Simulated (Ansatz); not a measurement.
**SiNH5 (SMILES [SiH3]N): levels of theory compared**

We compute a comparison of 6 runs (HF/STO-3G, HF/def2-TZVP, B3LYP/def2-TZVP, SVWN5/def2-TZVP, r2SCAN/def2-TZVP, r2SCAN0/def2-TZVP) of SiNH5. 

The results are computed with Ansatz 0.2.0.

55 further runs of the same task are left out: 55 set aside as unsound or not needed.

### 1 The molecule

The species is SiNH5 (7 atoms), meant as a singlet with charge 0. As SMILES, `[SiH3]N`. The N2–H6 distance was set to 1.813 Å, away from the relaxed value. At this shape a bond of the SMILES string is far longer than usual.

Bond lengths: Si1–N2 1.720 Å, Si1–H3 1.486 Å, Si1–H4 1.486 Å, Si1–H5 1.494 Å, N2–H7 1.007 Å. Angles: Si1–N2–H7 119.6°, N2–Si1–H3 107.9°, N2–Si1–H4 107.9°, N2–Si1–H5 116.0°, H3–Si1–H4 110.5°, H3–Si1–H5 107.3°, H4–Si1–H5 107.3°.

### 2 A single-point energy at HF/STO-3G (run 1)

The input, molecule.yaml:

```yaml
basis:
  gaussian:
    orbitals: STO-3G
crystal:
  periodic: [false, false, false]
  atoms:
    - {symbol: Si, position_ang: [-0.236860, -1.004374, -0.756922]}
    - {symbol: "N", position_ang: [0.787910, -0.363004, 0.466708]}
    - {symbol: H, position_ang: [0.157830, -2.418004, -0.987902]}
    - {symbol: H, position_ang: [-1.637020, -0.928764, -0.265632]}
    - {symbol: H, position_ang: [-0.191780, -0.308944, -2.078542]}
    - {symbol: H, position_ang: [0.391580, 1.238230, 1.219480]}
    - {symbol: H, position_ang: [1.785250, -0.485164, 0.395358]}
hamiltonian:
  xc: hf
accuracy: high
output: {orbitals: {seedname: orbitals}}
```

Command:

```console
$ ansatz run molecule.yaml --threads 1 --pin off --max-ram 3480MiB --events-out events.jsonl --progress --plain --runs-dir runs
```

The log of the run:

```text
Warning: RAYON_NUM_THREADS=1 ignored (pool sized by the plan → 1); use --threads N
Functional definition: HF
  name "HF"
  exchange = exact_x
  correlation = 0
335 factors; integrals over basis functions are off by at most 1.1e-8 eV
mean field evaluation 1: about -9305.5596 eV, gradient 1.8e1 eV
mean field evaluation 2: about -9305.5763 eV, gradient 1.8e1 eV
mean field evaluation 4: about -9306.8820 eV, gradient 1.3e0 eV
mean field evaluation 8: about -9306.9051 eV, gradient 1.8e-2 eV
mean field evaluation 16: about -9296.7678 eV, gradient 1.6e1 eV
mean field -9306.90310452 eV, -342.0223806455 hartree, gradient 7.3e-9 eV, S^2 0.000000; 0 other end points of the search recorded, 0 dependent functions left out
reference -9306.90310452 eV, -342.0223806455 hartree; 13, 13 occupied and 6, 6 virtual orbitals, 335 factors
Total energy: -9306.90310452 eV, -342.0223806455 hartree
```

Wall time 0.1 s (1 thread of Arm Neoverse V2, shared host).

### 3 A single-point energy at HF/def2-TZVP (run 2)

The input, in.yaml:

```yaml
crystal:
  periodic: [false, false, false]
  atoms:
    - {symbol: Si, position_ang: [-0.236860, -1.004374, -0.756922]}
    - {symbol: N, position_ang: [0.787910, -0.363004, 0.466708]}
    - {symbol: H, position_ang: [0.157830, -2.418004, -0.987902]}
    - {symbol: H, position_ang: [-1.637020, -0.928764, -0.265632]}
    - {symbol: H, position_ang: [-0.191780, -0.308944, -2.078542]}
    - {symbol: H, position_ang: [0.391580, 1.238230, 1.219480]}
    - {symbol: H, position_ang: [1.785250, -0.485164, 0.395358]}
basis:
  gaussian:
    orbitals: def2-TZVP
output: {orbitals: {seedname: orbitals}}
hamiltonian:
  xc: hf
accuracy: high
```

Command:

```console
$ ansatz run in.yaml --threads 1 --pin off --max-ram 3480MiB --events-out events.jsonl --progress --plain --runs-dir runs
```

The log of the run:

```text
Warning: RAYON_NUM_THREADS=1 ignored (pool sized by the plan → 1); use --threads N
[... 4 set-up lines as earlier in the session ...]
1836 factors; integrals over basis functions are off by at most 3.7e-9 eV
mean field evaluation 1: about -9416.2545 eV, gradient 3.6e1 eV
mean field evaluation 2: about -9416.2668 eV, gradient 3.6e1 eV
mean field evaluation 4: about -9419.9325 eV, gradient 3.2e0 eV
mean field evaluation 8: about -9420.0156 eV, gradient 1.2e-3 eV
mean field -9420.01559778 eV, -346.1791881026 hartree, gradient 2.7e-8 eV, S^2 0.000000; 0 other end points of the search recorded, 0 dependent functions left out
reference -9420.01559778 eV, -346.1791881026 hartree; 13, 13 occupied and 85, 85 virtual orbitals, 1836 factors
Total energy: -9420.01559778 eV, -346.1791881026 hartree
```

Run time: 2.1 s. Hardware: 1 thread of Arm Neoverse V2, shared host; peak memory 0.21 GiB.

Run 3 isn't shown in full; the table further down has it.

### 4 A single-point energy at SVWN5/def2-TZVP (run 4)

The input, job.yaml:

```yaml
crystal:
  periodic: [false, false, false]
  atoms:
    - symbol: Si
      position_ang: [-0.236860, -1.004374, -0.756922]
    - symbol: N
      position_ang: [0.787910, -0.363004, 0.466708]
    - symbol: H
      position_ang: [0.157830, -2.418004, -0.987902]
    - symbol: H
      position_ang: [-1.637020, -0.928764, -0.265632]
    - symbol: H
      position_ang: [-0.191780, -0.308944, -2.078542]
    - symbol: H
      position_ang: [0.391580, 1.238230, 1.219480]
    - symbol: H
      position_ang: [1.785250, -0.485164, 0.395358]
basis:
  gaussian:
    orbitals: def2-TZVP
hamiltonian:
  xc: {name: SVWN5}
accuracy: high
output:
  orbitals: {seedname: orbitals}
```

Command:

```console
$ ansatz run job.yaml --threads 1 --pin off --max-ram 3480MiB --events-out events.jsonl --progress --plain --runs-dir runs
```

The log of the run:

```text
Warning: RAYON_NUM_THREADS=1 ignored (pool sized by the plan → 1); use --threads N
Functional definition: SVWN5
  name "SVWN5"
  exchange = slater_x
  correlation = vwn5_c
1836 factors; integrals over basis functions are off by at most 3.7e-9 eV
mean field evaluation 1: about -9387.8660 eV, gradient 7.7e1 eV
mean field evaluation 2: about -9321.3294 eV, gradient 1.4e2 eV
mean field evaluation 4: about -9401.5875 eV, gradient 7.6e0 eV
mean field evaluation 8: about -9401.8365 eV, gradient 3.7e-1 eV
mean field evaluation 16: about -9401.8313 eV, gradient 1.3e-4 eV
mean field -9401.83128207 eV, -345.5109268259 hartree, gradient 6.0e-8 eV, S^2 0.000000; 0 other end points of the search recorded, 0 dependent functions left out
reference -9401.83128576 eV, -345.5109269615 hartree; 13, 13 occupied and 85, 85 virtual orbitals, 1836 factors
Total energy: -9401.83128576 eV, -345.5109269615 hartree
```

Run time: 3 s. Hardware: 1 thread of Arm Neoverse V2, shared host; peak memory 0.21 GiB.

Run 5 isn't shown in full; the table further down has it.

### 5 A single-point energy at r2SCAN0/def2-TZVP (run 6)

Edit in.yaml of step 3 so:

```diff
@@ -1 +1,4 @@
+basis:
+  gaussian:
+    orbitals: def2-TZVP
 crystal:
@@ -10,8 +13,6 @@
     - {symbol: H, position_ang: [1.785250, -0.485164, 0.395358]}
-basis:
-  gaussian:
-    orbitals: def2-TZVP
-output: {orbitals: {seedname: orbitals}}
 hamiltonian:
-  xc: hf
+  xc: {name: r2SCAN0}
 accuracy: high
+output:
+  orbitals: {seedname: orbitals}
```

Command:

```console
$ ansatz run in.yaml --threads 1 --pin off --max-ram 3480MiB --events-out events.jsonl --progress --plain --runs-dir runs
```

The log of the run:

```text
Warning: RAYON_NUM_THREADS=1 ignored (pool sized by the plan → 1); use --threads N
Functional definition: r2SCAN0
  name "r2SCAN0"
  parameter a = 0.25
  parameter k0 = 0.174
  parameter k1 = 0.065
  parameter a1 = 4.9479
  exchange = (1 - a)*r2scan_x(k0 = k0, k1 = k1, a1 = a1) + a*exact_x
  correlation = r2scan_c
1836 factors; integrals over basis functions are off by at most 3.7e-9 eV
mean field evaluation 1: about -9436.1696 eV, gradient 5.8e1 eV
mean field evaluation 2: about -9415.2575 eV, gradient 9.7e1 eV
mean field evaluation 4: about -9444.3704 eV, gradient 3.3e0 eV
mean field evaluation 8: about -9444.4087 eV, gradient 2.0e-1 eV
mean field evaluation 16: about -9444.4089 eV, gradient 2.3e-5 eV
mean field -9444.40890625 eV, -347.0756256544 hartree, gradient 4.3e-8 eV, S^2 0.000000; 0 other end points of the search recorded, 0 dependent functions left out
reference -9444.40890697 eV, -347.0756256809 hartree; 13, 13 occupied and 85, 85 virtual orbitals, 1836 factors
Total energy: -9444.40890697 eV, -347.0756256809 hartree
```

Run time: 8.4 s. Hardware: 1 thread of Arm Neoverse V2, shared host; peak memory 0.28 GiB.

### 6 The series

| run | level | energy (Eh) | HOMO energy (eV) | LUMO energy (eV) | HOMO–LUMO gap (eV) | wall time |
| --- | --- | --- | --- | --- | --- | --- |
| 1 | HF/STO-3G | -342.022381 | -7.71 | 5.43 | 13.14 | 0.1 s |
| 2 | HF/def2-TZVP | -346.179188 | -10.78 | 0.46 | 11.24 | 2.1 s |
| 3 | B3LYP/def2-TZVP | -347.186998 | -7.09 | -3.46 | 3.63 | 4.8 s |
| 4 | SVWN5/def2-TZVP | -345.510927 | -5.90 | -4.19 | 1.71 | 3 s |
| 5 | r2SCAN/def2-TZVP | -347.094797 | -6.18 | -4.03 | 2.15 | 7.5 s |
| 6 | r2SCAN0/def2-TZVP | -347.075626 | -7.50 | -3.11 | 4.39 | 8.4 s |

### 7 Summary of results

| quantity | value |
| --- | --- |
| run 6: total energy | -347.07563 Eh |
| run 6: HOMO energy | -7.50 eV |
| run 6: LUMO energy | -3.11 eV |
| run 6: HOMO–LUMO gap | 4.39 eV |

**Reading.** The HOMO–LUMO gap runs from 1.71 eV (SVWN5/def2-TZVP) to 13.14 eV (HF/STO-3G). The two ends differ in method and basis. Totals of different functionals can't be ranked against each other. In run 1 the basis is minimal, so the values are rough. In runs 1, 2, 3, 4, 5, 6 a closed-shell determinant meets a far-stretched bond, which it describes badly. All runs together took 26 s, the longest 8.4 s.
